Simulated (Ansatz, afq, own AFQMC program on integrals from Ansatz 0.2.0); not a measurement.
**H₂S (triplet): quantum Monte Carlo beside coupled cluster at distance H1–H2 along a hydrogen transfer = 0.936 Å, cc-pVTZ**

How near does AFQMC come to the top of the ladder for H₂S (triplet)?

Method: cc-pVTZ, frozen cores; program: Ansatz 0.2.0, Gaussian basis, and an in-house AFQMC program (afq) on its integrals; all values are calculated.

To be run: PBE (unrestricted); r2SCAN (unrestricted); PBE0 (unrestricted); CCSD(T) on UHF; B3LYP (unrestricted); wB97M-V (unrestricted); B2PLYP (unrestricted); CCSDT(Q) on UHF; Phaseless AFQMC, CISD trial on UHF.

## Step 1: What is computed

The geometry derives from fragments relaxed apart (PBE0/def2-TZVP) and kept rigid, so it is no stationary point. A hydrogen atom is moved between rigid fragments.

3 atoms, charge 0, spin multiplicity 3.

Atoms are counted from 1 here; the program's logs count them from 0.

Bond lengths: H2–S3 1.456 Å.

## Step 2: PBE (unrestricted)

in.yaml reads:

```yaml
crystal:
  periodic: [false, false, false]
  atoms:
    - {symbol: H, position_ang: [0.000000, 0.000000, -1.109333]}
    - {symbol: H, position_ang: [0.000000, 0.000000, -0.173333]}
    - {symbol: S, position_ang: [0.000000, 0.000000, 1.282667]}
basis:
  gaussian: {orbitals: cc-pVTZ}
magnetization: {spin_polarized: true, initial_magnetization: 2}
hamiltonian: {xc: {name: PBE}}
output: {orbitals: {seedname: orbitals}}
```

On the command line:

```sh
ansatz run in.yaml --threads 1 --pin off --events-out ev --progress --plain --max-ram 8192MiB --backend cpu
```

Standard output:

```text
Functional definition: PBE
  name "PBE"
  cite "Perdew, Burke & Ernzerhof, Phys. Rev. Lett. 77, 3865 (1996) doi:10.1103/PhysRevLett.77.3865"
  parent pbe
  parameter kappa = 0.804
  parameter beta = 0.06672455060314922
  exchange = pbe_x(kappa = kappa, mu = beta*pi^2/3)
  correlation = pbe_c(beta = beta)
388 factors; their error is unknown
mean field evaluation 1: about -10859.2966 eV, gradient 8.1e0 eV
mean field evaluation 2: about -10859.4543 eV, gradient 7.1e0 eV
mean field evaluation 4: about -10859.8249 eV, gradient 7.4e-1 eV
mean field evaluation 8: about -10859.8120 eV, gradient 1.3e-2 eV
mean field evaluation 16: about -10857.0674 eV, gradient 1.1e1 eV
mean field evaluation 32: about -10858.1999 eV, gradient 1.6e0 eV
mean field -10859.81199815 eV, -399.0907298870 hartree, gradient 5.4e-6 eV, S^2 2.006846; 4 other end points of the search recorded, 0 dependent functions left out
reference -10859.81202430 eV, -399.0907308481 hartree; 10, 8 occupied and 52, 54 virtual orbitals, 388 factors
Total energy: -10859.81202430 eV, -399.0907308481 hartree
```

Run time: 1.5 s. Hardware: 1 thread of AMD EPYC 7R13 (Zen 3), shared host; peak memory 1.6 GiB.

From the report: ⟨S²⟩ of the determinant 2.007 (pure triplet: 2.00).

## Step 3: r2SCAN (unrestricted)

Edit in.yaml of step 2 so:

```diff
@@ -9,3 +9,2 @@
 magnetization: {spin_polarized: true, initial_magnetization: 2}
-hamiltonian: {xc: {name: PBE}}
-output: {orbitals: {seedname: orbitals}}
+hamiltonian: {xc: {name: r2SCAN}}
```

Launched as before.

Standard output:

```text
Functional definition: r2SCAN
  name "r2SCAN"
  cite "Furness, Kaplan, Ning, Perdew & Sun, J. Phys. Chem. Lett. 11, 8208 (2020) doi:10.1021/acs.jpclett.0c02405"
  cite "Furness, Kaplan, Ning, Perdew & Sun, J. Phys. Chem. Lett. 11, 9248 (2020) doi:10.1021/acs.jpclett.0c03077"
  parent r2scan
  parameter k0 = 0.174
  parameter k1 = 0.065
  parameter a1 = 4.9479
  exchange = r2scan_x(k0 = k0, k1 = k1, a1 = a1)
  correlation = r2scan_c
388 factors; their error is unknown
mean field evaluation 1: about -10863.4189 eV, gradient 7.3e0 eV
mean field evaluation 2: about -10863.6482 eV, gradient 5.5e0 eV
mean field evaluation 4: about -10863.8641 eV, gradient 7.0e-1 eV
mean field evaluation 8: about -10863.8509 eV, gradient 1.4e-2 eV
mean field evaluation 16: about -10863.8508 eV, gradient 2.3e-1 eV
mean field -10863.85090360 eV, -399.2391569248 hartree, gradient 5.1e-5 eV, S^2 2.012506; 1 other end points of the search recorded, 0 dependent functions left out
reference -10863.85091247 eV, -399.2391572507 hartree; 10, 8 occupied and 52, 54 virtual orbitals, 388 factors
Total energy: -10863.85091247 eV, -399.2391572507 hartree
```

It took 1.7 s on 1 thread of AMD EPYC 7R13 (Zen 3), shared host; peak memory 1.6 GiB.

From the report: ⟨S²⟩ of the determinant 2.013 (pure triplet: 2.00).

## Step 4: PBE0 (unrestricted)

Edit in.yaml of step 3 so:

```diff
@@ -9,2 +9,3 @@
 magnetization: {spin_polarized: true, initial_magnetization: 2}
-hamiltonian: {xc: {name: r2SCAN}}
+hamiltonian: {xc: {name: PBE0}}
+output: {orbitals: {seedname: orbitals}}
```

The command is unchanged.

Standard output:

```text
Functional definition: PBE0
  name "PBE0"
  cite "Adamo & Barone, J. Chem. Phys. 110, 6158 (1999) doi:10.1063/1.478522"
  cite "Perdew, Burke & Ernzerhof, Phys. Rev. Lett. 77, 3865 (1996) doi:10.1103/PhysRevLett.77.3865"
  parent pbe
  parameter a = 0.25
  parameter kappa = 0.804
  parameter beta = 0.06672455060314922
  exchange = (1 - a)*pbe_x(kappa = kappa, mu = beta*pi^2/3) + a*exact_x
  correlation = pbe_c(beta = beta)
404 factors; their error is unknown
mean field evaluation 1: about -10860.4273 eV, gradient 5.6e0 eV
mean field evaluation 2: about -10860.6380 eV, gradient 3.0e0 eV
mean field evaluation 4: about -10860.7033 eV, gradient 3.3e-1 eV
mean field evaluation 8: about -10860.7154 eV, gradient 1.1e-1 eV
mean field -10860.71545630 eV, -399.1239313618 hartree, gradient 7.0e-5 eV, S^2 2.011933; 0 other end points of the search recorded, 0 dependent functions left out
reference -10860.71547648 eV, -399.1239321031 hartree; 10, 8 occupied and 52, 54 virtual orbitals, 404 factors
Total energy: -10860.71547648 eV, -399.1239321031 hartree
```

It took 0.67 s on 1 thread of AMD EPYC 7R13 (Zen 3), shared host; peak memory 1.6 GiB.

From the report: ⟨S²⟩ of the determinant 2.012 (pure triplet: 2.00).

## Step 5: CCSD(T) on UHF

Edit in.yaml of step 4 so:

```diff
@@ -9,3 +9,2 @@
 magnetization: {spin_polarized: true, initial_magnetization: 2}
-hamiltonian: {xc: {name: PBE0}}
-output: {orbitals: {seedname: orbitals}}
+correlation: {method: ccsd_t, electrons: outside_noble_gas, hamiltonian_folder: ham}
```

On the command line:

```sh
ansatz run in.yaml --threads 1 --pin off --events-out ev --progress --plain --max-ram 24576MiB --backend cuda --devices 0, --max-vram 18GiB
```

Standard output, cut to the lines that bear on the results:

```text
Functional definition: HF
  name "HF"
  cite "Fock, Z. Phys. 61, 126 (1930) doi:10.1007/BF01340294"
  parent pbe
[...]
345 factors; integrals over basis functions are off by at most 1.3e-3 eV
[...]
mean field -10846.14745061 eV, -398.5885670273 hartree, gradient 5.9e-6 eV, S^2 2.042768; 3 other end points of the search recorded, 0 dependent functions left out
determinant -10846.14745061 eV, -398.5885670273 hartree, with singles and doubles -10851.41016307 eV, -398.7819681430 hartree
determinant -10844.55073662 eV, -398.5298888703 hartree, with singles and doubles -10849.79579461 eV, -398.7226411963 hartree
5 core orbitals not correlated: weight in the atoms' cores, before any rotation towards them, 1.000 or more for the frozen orbitals, at most 0.000 for the correlated occupied ones
reference -10846.14745061 eV, -398.5885670273 hartree; 5, 3 occupied and 52, 54 virtual orbitals, 345 factors
second order -4.43474269 eV of doubles, -0.00000000 eV of singles
cycle   1  -5.21021273 eV  change   -2.5e-1 eV  update   1.3e-2
[...]
cycle   8  -5.21931975 eV  change    7.1e-7 eV  update   6.8e-6
perturbative correction -0.18925632 eV, -0.0069550416 hartree
Total energy: -10851.55602669 eV, -398.7873285321 hartree
```

It took 4.6 s on 1 × NVIDIA H100 80GB HBM3 with 1 thread of AMD EPYC 7R13 (Zen 3), shared host; peak host memory 1.6 GiB.

From the report: ⟨S²⟩ of the determinant 2.043 (pure triplet: 2.00); correlation -5.4086 eV; T1 0.016; largest double amplitude 0.06.

This run also writes the integrals to the folder ham.

## Step 6: B3LYP (unrestricted)

Edit in.yaml of step 5 so:

```diff
@@ -9,2 +9,2 @@
 magnetization: {spin_polarized: true, initial_magnetization: 2}
-correlation: {method: ccsd_t, electrons: outside_noble_gas, hamiltonian_folder: ham}
+hamiltonian: {xc: {name: B3LYP}}
```

On the command line:

```sh
ansatz run in.yaml --threads 1 --pin off --events-out ev --progress --plain --max-ram 8192MiB --backend cpu
```

Standard output, cut to the lines that bear on the results:

```text
Functional definition: B3LYP
  name "B3LYP"
  cite "Stephens, Devlin, Chabalowski & Frisch, J. Phys. Chem. 98, 11623 (1994) doi:10.1021/j100096a001"
  cite "Becke, Phys. Rev. A 38, 3098 (1988) doi:10.1103/PhysRevA.38.3098"
  cite "Lee, Yang & Parr, Phys. Rev. B 37, 785 (1988) doi:10.1103/PhysRevB.37.785"
  cite "Vosko, Wilk & Nusair, Can. J. Phys. 58, 1200 (1980) doi:10.1139/p80-159"
[...]
404 factors; their error is unknown
[...]
mean field -10865.23537841 eV, -399.2900354354 hartree, gradient 6.0e-6 eV, S^2 2.009252; 1 other end points of the search recorded, 0 dependent functions left out
reference -10865.23554709 eV, -399.2900416342 hartree; 10, 8 occupied and 52, 54 virtual orbitals, 404 factors
Total energy: -10865.23554709 eV, -399.2900416342 hartree
```

Run time: 0.76 s. Hardware: 1 thread of AMD EPYC 7R13 (Zen 3), shared host; peak memory 1.6 GiB.

From the report: ⟨S²⟩ of the determinant 2.009 (pure triplet: 2.00).

## Step 7: wB97M-V (unrestricted)

Edit in.yaml of step 6 so:

```diff
@@ -9,2 +9,3 @@
 magnetization: {spin_polarized: true, initial_magnetization: 2}
-hamiltonian: {xc: {name: B3LYP}}
+hamiltonian: {xc: {name: wB97M-V}}
+output: {orbitals: {seedname: orbitals}}
```

Launched as before.

Standard output, cut to the lines that bear on the results:

```text
Functional definition: wB97M-V
  name "wB97M-V"
  cite "Mardirossian & Head-Gordon, J. Chem. Phys. 144, 214110 (2016) doi:10.1063/1.4952647"
  cite "Becke, J. Chem. Phys. 107, 8554 (1997) doi:10.1063/1.475007"
  cite "Vydrov & Van Voorhis, J. Chem. Phys. 133, 244103 (2010) doi:10.1063/1.3521275"
  # Of w^i u^j: cxij and so on, Table III.
[...]
  gx(w, u) = 1 - cx + cx01*u + cx10*w
  gss(w, u) = css00 + css04*u^4 + css10*w + css20*w^2 + css43*w^4*u^3
  gos(w, u) = cos00 + cos10*w + (cos20 + cos21*u)*w^2 + (cos60 + cos61*u)*w^6
[...]
      + integral(e_c_pw_mod_opposite_spin*gos(b97_w_opposite, b97_u_opposite)) + vv10(b, c)
395 factors; their error is unknown
86 factors; integrals over basis functions are off by at most 5.2e-5 eV
[...]
mean field -10863.51744612 eV, -399.2269025885 hartree, gradient 8.0e-5 eV, S^2 2.008407; 0 other end points of the search recorded, 0 dependent functions left out
reference -10863.51747501 eV, -399.2269036502 hartree; 10, 8 occupied and 52, 54 virtual orbitals, 395 factors
Total energy: -10863.51747501 eV, -399.2269036502 hartree
```

Wall time 2.2 s (1 thread of AMD EPYC 7R13 (Zen 3), shared host); peak memory 1.6 GiB.

From the report: ⟨S²⟩ of the determinant 2.008 (pure triplet: 2.00).

## Step 8: B2PLYP (unrestricted)

Edit in.yaml of step 7 so:

```diff
@@ -9,3 +9,3 @@
 magnetization: {spin_polarized: true, initial_magnetization: 2}
-hamiltonian: {xc: {name: wB97M-V}}
-output: {orbitals: {seedname: orbitals}}
+hamiltonian: {xc: {name: B2PLYP}}
+correlation: {electrons: outside_noble_gas}
```

The command is unchanged.

Standard output, cut to the lines that bear on the results:

```text
Functional definition: B2PLYP
  name "B2PLYP"
  cite "Grimme, J. Chem. Phys. 124, 034108 (2006) doi:10.1063/1.2148954"
  cite "Becke, Phys. Rev. A 38, 3098 (1988) doi:10.1103/PhysRevA.38.3098"
  cite "Lee, Yang & Parr, Phys. Rev. B 37, 785 (1988) doi:10.1103/PhysRevB.37.785"
[...]
345 factors; integrals over basis functions are off by at most 1.3e-3 eV
[...]
mean field -10859.51701171 eV, -399.0798893352 hartree, gradient 3.8e-6 eV, S^2 2.019559; 0 other end points of the search recorded, 0 dependent functions left out
5 core orbitals not correlated: weight in the atoms' cores, before any rotation towards them, 1.000 or more for the frozen orbitals, at most 0.000 for the correlated occupied ones
reference -10859.51712015 eV, -399.0798933203 hartree; 5, 3 occupied and 52, 54 virtual orbitals, 345 factors
second order -5.52564520 eV of doubles, -0.00000000 eV of singles
Total energy: -10861.00904435 eV, -399.1347205235 hartree
```

Run time: 0.94 s. Hardware: 1 thread of AMD EPYC 7R13 (Zen 3), shared host; peak memory 1.6 GiB.

From the report: ⟨S²⟩ of the determinant 2.020 (pure triplet: 2.00).

## Step 9: CCSDT(Q) on UHF

Edit in.yaml of step 8 so:

```diff
@@ -9,3 +9,2 @@
 magnetization: {spin_polarized: true, initial_magnetization: 2}
-hamiltonian: {xc: {name: B2PLYP}}
-correlation: {electrons: outside_noble_gas}
+correlation: {method: ccsdt_q, electrons: outside_noble_gas}
```

On the command line:

```sh
ansatz run in.yaml --threads 1 --pin off --events-out ev --progress --plain --max-ram 24576MiB --backend cuda --devices 0, --max-vram 18GiB
```

Standard output, cut to the lines that bear on the results:

```text
Functional definition: HF
  name "HF"
  cite "Fock, Z. Phys. 61, 126 (1930) doi:10.1007/BF01340294"
  parent pbe
[...]
675 factors; integrals over basis functions are off by at most 2.2e-7 eV
[...]
mean field -10846.14745206 eV, -398.5885670804 hartree, gradient 5.7e-6 eV, S^2 2.042768; 3 other end points of the search recorded, 0 dependent functions left out
determinant -10846.14745206 eV, -398.5885670804 hartree, with singles and doubles -10851.41017694 eV, -398.7819686526 hartree
determinant -10844.55073345 eV, -398.5298887537 hartree, with singles and doubles -10849.79580705 eV, -398.7226416532 hartree
5 core orbitals not correlated: weight in the atoms' cores, before any rotation towards them, 1.000 or more for the frozen orbitals, at most 0.000 for the correlated occupied ones
reference -10846.14745206 eV, -398.5885670804 hartree; 5, 3 occupied and 52, 54 virtual orbitals, 675 factors
second order -4.43476132 eV of doubles, -0.00000000 eV of singles
cycle   1  -4.98487101 eV  change   -5.5e-1 eV  update   6.5e-2
[...]
cycle  16  -5.43459141 eV  change    8.3e-8 eV  update   1.0e-7
perturbative correction -0.00701384 eV, -0.0002577537 hartree
Total energy: -10851.58905731 eV, -398.7885423848 hartree
```

Run time: 8.5 s. Hardware: 1 × NVIDIA H100 80GB HBM3 with 1 thread of AMD EPYC 7R13 (Zen 3), shared host; peak host memory 1.6 GiB.

From the report: ⟨S²⟩ of the determinant 2.043 (pure triplet: 2.00); correlation -5.4416 eV; T1 0.017; largest double amplitude 0.06.

## Step 10: Phaseless AFQMC, CISD trial on UHF

It reads the integrals that the CCSD(T) run on this determinant wrote.

On the command line:

```sh
afq ham --method phaseless --trial cisd --walkers 4000 --populations 20 --least-time 60 --time-step 0.005 --steps-per-block 50 --equilibration-blocks 28 --max-blocks 4000 --target-error 0.00017 --factor-cut 1e-05 --start spin_pure --seed 2786 --release-times 0.24,0.51,0.99,1.62,2.4 --release-step 0.03 --release-every 3 --taylor-order 6
```

Standard output:

```text
orbitals 57  electrons 5 3  factors 339 of 345
reference energy -398.58856703 Eh
CCSD correlation -0.19180641 Eh in 11 cycles, weight of the determinant in the CISD state 0.9069
energy of the start -398.779274 Eh
 block  time / (1/Eh)  mean weight  energy / Eh
     1     0.250  0.9999  -398.778881
     2     0.500  0.9999  -398.781127
     3     0.750  1.0000  -398.783103
     4     1.000  1.0001  -398.784459
     5     1.250  0.9998  -398.785565
     6     1.500  0.9999  -398.786231
     7     1.750  1.0000  -398.787175
     8     2.000  1.0001  -398.787855
     9     2.250  0.9999  -398.787828
    10     2.500  0.9997  -398.787856
    11     2.750  1.0002  -398.787776
    12     3.000  1.0000  -398.788090
    13     3.250  1.0002  -398.788137
    14     3.500  0.9999  -398.788549
    15     3.750  0.9998  -398.788356
    16     4.000  1.0003  -398.788638
    17     4.250  0.9997  -398.788192
    18     4.500  1.0001  -398.788217
    19     4.750  0.9999  -398.788841
    20     5.000  0.9999  -398.788770
    21     5.250  1.0003  -398.788509
    22     5.500  0.9998  -398.788326
    23     5.750  1.0000  -398.788046
    24     6.000  1.0002  -398.788509
    25     6.250  1.0000  -398.788400
    26     6.500  0.9998  -398.789076
    27     6.750  0.9997  -398.788540
    28     7.000  0.9998  -398.788572
    29     7.250  1.0001  -398.788302
    30     7.500  1.0001  -398.788523
    31     7.750  1.0001  -398.788277
    32     8.000  1.0001  -398.788362
    33     8.250  0.9999  -398.788371
    34     8.500  1.0003  -398.788194
    35     8.750  1.0001  -398.788000
    36     9.000  1.0001  -398.788530
    37     9.250  1.0001  -398.788118
    38     9.500  1.0000  -398.788403
    39     9.750  0.9999  -398.788448
    40    10.000  1.0000  -398.788133
    41    10.250  1.0003  -398.787863
    42    10.500  1.0001  -398.787801
    43    10.750  1.0001  -398.787383
    44    11.000  0.9998  -398.787980
    45    11.250  0.9999  -398.788182
    46    11.500  1.0000  -398.788274
    47    11.750  1.0000  -398.788201
    48    12.000  1.0002  -398.788246
    49    12.250  1.0001  -398.788132
    50    12.500  1.0000  -398.787790
    51    12.750  0.9998  -398.787850
    52    13.000  1.0000  -398.788232
    53    13.250  0.9997  -398.788507
    54    13.500  1.0000  -398.788286
    55    13.750  1.0001  -398.788092
    56    14.000  1.0000  -398.788271
    57    14.250  1.0000  -398.788197
    58    14.500  1.0000  -398.787860
    59    14.750  1.0001  -398.788513
    60    15.000  0.9995  -398.788206
    61    15.250  1.0005  -398.787684
    62    15.500  0.9998  -398.787903
    63    15.750  1.0001  -398.788376
    64    16.000  0.9998  -398.788492
    65    16.250  0.9998  -398.788120
    66    16.500  0.9999  -398.787961
    67    16.750  1.0000  -398.788017
    68    17.000  0.9997  -398.788479
    69    17.250  1.0000  -398.788007
    70    17.500  0.9999  -398.787690
    71    17.750  1.0002  -398.787755
    72    18.000  0.9999  -398.788083
    73    18.250  1.0000  -398.787984
    74    18.500  0.9993  -398.787954
    75    18.750  1.0001  -398.787435
    76    19.000  1.0000  -398.787787
    77    19.250  1.0000  -398.787788
    78    19.500  0.9995  -398.788173
error from the spread of 20 populations
released: time / (1/Eh)  energy / Eh  error  mean overlap
  0.24  -398.788109  0.000067  1.0002
  0.51  -398.788218  0.000063  1.0019
  0.99  -398.788379  0.000053  1.0002
  1.62  -398.788522  0.000083  0.9980
  2.40  -398.788489  0.000082  0.9937
energy -398.788104 +/- 0.000091 Eh
```

Wall time 88 s (1 × NVIDIA H100 80GB HBM3 with 2 threads of AMD EPYC 7R13 (Zen 3), shared host); peak host memory 1.6 GiB.

Energy -10851.5771 ± 0.0025 eV. Caveats: constraint bias not in the error.

## Step 11: AFQMC on the ladder

On the UHF determinant, counted from CCSDT(Q) (a yardstick, not exact):

```csv
level,energy (eV),from CCSDT(Q) (kJ/mol),statistical error (kJ/mol),time
HF,-10846.1475,+525.0,,
MP2,-10850.5822,+97.1,,
CCSD,-10851.3668,+21.4,,
CCSD(T),-10851.5560,+3.2,,
CCSDT(Q),-10851.5891,0.0,,
"Phaseless AFQMC, CISD trial, step 0.005, 4000 walkers",-10851.5771,+1.2,0.2,88 s
```

The functionals' totals stand on their own zeros and serve differences with other points: PBE -10859.812 eV; r2SCAN -10863.851 eV; PBE0 -10860.715 eV; B3LYP -10865.236 eV; wB97M-V -10863.517 eV; B2PLYP -10861.009 eV.

## Step 12: Outcome

```
                                        quantity              value
                    CCSD(T) on UHF from CCSDT(Q)        +3.2 kJ/mol
Phaseless AFQMC, CISD trial on UHF from CCSDT(Q)  +1.2 ± 0.2 kJ/mol
```

**Reading.** On UHF the phaseless walk with the CISD trial lies +1.2 kJ/mol from CCSDT(Q), 5 times its error bar. Error bars are statistical and leave out the constraint, the time step and what remains of the start.
